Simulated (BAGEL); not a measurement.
# UHF/3-21G (density fitting with qzvpp-jkfit) run of [NH3]+ (SMILES [NH3+])

Aim: the vertical ionisation energy of [NH3]+ at UHF/3-21G (density fitting with qzvpp-jkfit), from 2 runs. 

The calculation is run with BAGEL 1.2.2.

2 further runs of the same task are left out: 2 set aside as unsound or not needed.

## Step 1: The molecule

[NH3]+: 4 atoms, total charge +1, spin state doublet. As SMILES, `[NH3+]`. The shape is that of a GFN2-xTB optimisation.

Bond lengths: N1–H2 1.028 Å, N1–H3 1.028 Å, N1–H4 1.028 Å. Angles: H2–N1–H3 120.0°, H2–N1–H4 120.0°, H3–N1–H4 120.0°.

## Step 2: A single-point energy at UHF/3-21G (density fitting with qzvpp-jkfit)

hf.json

```json
{ "bagel": [

{
  "title": "molecule",
  "basis": "3-21g",
  "df_basis": "qzvpp-jkfit",
  "angstrom": true,
  "geometry": [
    { "atom": "N", "xyz": [    0.000140,   -0.000820,   -0.000330 ] },
    { "atom": "H", "xyz": [    0.510700,   -0.238750,    0.859300 ] },
    { "atom": "H", "xyz": [   -0.995460,   -0.239520,   -0.089810 ] },
    { "atom": "H", "xyz": [    0.484620,    0.479080,   -0.769160 ] }
  ]
},
{
  "title": "uhf",
  "charge": 1,
  "nopen": 1
},
{
  "title": "print",
  "file": "orbitals.molden",
  "orbitals": true
}

]}
```

The run is started by

```console
$ BAGEL_NUM_THREADS=1 BAGEL hf.json > hf.out
```

Standard output:

```text
* using 1 threads per process

  ===============================================================
  ===============================================================

  *** Geometry ***

  { "atom" : "N", "xyz" : [      0.000265,     -0.001550,     -0.000624 ] },
  { "atom" : "H", "xyz" : [      0.965083,     -0.451172,      1.623842 ] },
  { "atom" : "H", "xyz" : [     -1.881147,     -0.452627,     -0.169716 ] },
  { "atom" : "H", "xyz" : [      0.915799,      0.905330,     -1.453502 ] },

  Number of auxiliary basis functions:      131

  Since a DF basis is specified, we compute 2- and 3-index integrals:
    o Being stored without compression. Storage requirement is 0.000 GB

  Number of basis functions:       15
  Number of electrons      :       10

    * METHOD: MOLECULE                             0.02

  *** Open-shell HF ***

  === Nuclear Repulsion ===
    11.7049204604

      * DIIS with orbital gradients will be used.

  === UHF iteration (3-21g) ===
      0        -55.55253783          0.04581137           0.00
      1        -55.57409438          0.01318036           0.00
      2        -55.57556913          0.00238625           0.00
      3        -55.57588189          0.00128324           0.00
      4        -55.57600350          0.00024419           0.00
      5        -55.57606827          0.00002912           0.00
      6        -55.57607583          0.00000735           0.00
      7        -55.57607657          0.00000394           0.00
      8        -55.57607687          0.00000006           0.00
      9        -55.57607687          0.00000002           0.00
     10        -55.57607687          0.00000001           0.00
    * SCF iteration converged.

    * S^2 (UHF) is 0.7601

    * Permanent dipole moment:
           (    0.000331,    -0.001686,    -0.000715) a.u.

    * METHOD: UHF                                  0.04

    * METHOD: PRINT                                0.00

  ===============================================================
```

Wall time 0.4 s (1 thread of Intel Xeon 6975P-C (Granite Rapids), shared host); peak memory 0.078 GiB.

## Step 3: Singlet [NH3]2+

calc.json

```json
{ "bagel" : [

{
  "title" : "molecule",
  "basis" : "3-21g",
  "df_basis" : "qzvpp-jkfit",
  "angstrom" : true,
  "geometry" : [
    { "atom" : "N", "xyz" : [    0.000140,   -0.000820,   -0.000330 ] },
    { "atom" : "H", "xyz" : [    0.510700,   -0.238750,    0.859300 ] },
    { "atom" : "H", "xyz" : [   -0.995460,   -0.239520,   -0.089810 ] },
    { "atom" : "H", "xyz" : [    0.484620,    0.479080,   -0.769160 ] }
  ]
},
{ "title" : "hf", "charge" : 2 },
{ "title" : "print", "file" : "orbitals.molden", "orbitals" : true }

]}
```

The run is started by

```console
$ BAGEL_NUM_THREADS=1 BAGEL calc.json > calc.out
```

Standard output:

```text
* using 1 threads per process

  ===============================================================
  ===============================================================

  *** Geometry ***

  { "atom" : "N", "xyz" : [      0.000265,     -0.001550,     -0.000624 ] },
  { "atom" : "H", "xyz" : [      0.965083,     -0.451172,      1.623842 ] },
  { "atom" : "H", "xyz" : [     -1.881147,     -0.452627,     -0.169716 ] },
  { "atom" : "H", "xyz" : [      0.915799,      0.905330,     -1.453502 ] },

  Number of auxiliary basis functions:      131

  Since a DF basis is specified, we compute 2- and 3-index integrals:
    o Being stored without compression. Storage requirement is 0.000 GB

  Number of basis functions:       15
  Number of electrons      :       10

    * METHOD: MOLECULE                             0.01

  *** RHF ***

  === Nuclear Repulsion ===
    11.7049204604

      * DIIS with orbital gradients will be used.

  === RHF iteration (3-21g) ===
      0        -54.62383537          0.07266720           0.00
      1        -54.72356405          0.02076543           0.00
      2        -54.72979740          0.00203518           0.00
      3        -54.72996606          0.00015956           0.00
      4        -54.72996661          0.00002309           0.00
      5        -54.72996663          0.00000047           0.00
      6        -54.72996663          0.00000002           0.00
      7        -54.72996663          0.00000000           0.00
    * SCF iteration converged.

    * Permanent dipole moment:
           (    0.000168,    -0.001231,    -0.000517) a.u.

    * METHOD: HF                                   0.02

    * METHOD: PRINT                                0.00

  ===============================================================
```

Wall time 0.32 s (1 thread of Intel Xeon 6975P-C (Granite Rapids), shared host); peak memory 0.078 GiB.

## Step 4: Summary of results

Level: UHF/3-21G (density fitting with qzvpp-jkfit).

| quantity | value |
| --- | --- |
| doublet [NH3]+: total energy | -55.57608 Eh |
| doublet [NH3]+: ⟨S²⟩ | 0.760 |
| singlet [NH3]2+: total energy | -54.72997 Eh |
| singlet [NH3]2+: HOMO energy | -41.50 eV |
| singlet [NH3]2+: LUMO energy | -21.20 eV |
| singlet [NH3]2+: HOMO–LUMO gap | 20.30 eV |
| vertical ionisation energy (to the singlet dication) | 23.024 eV |

The vertical ionisation energy comes to 23.02 eV (2221 kJ/mol). Only the singlet of the ionised species was computed; a triplet could lie lower.
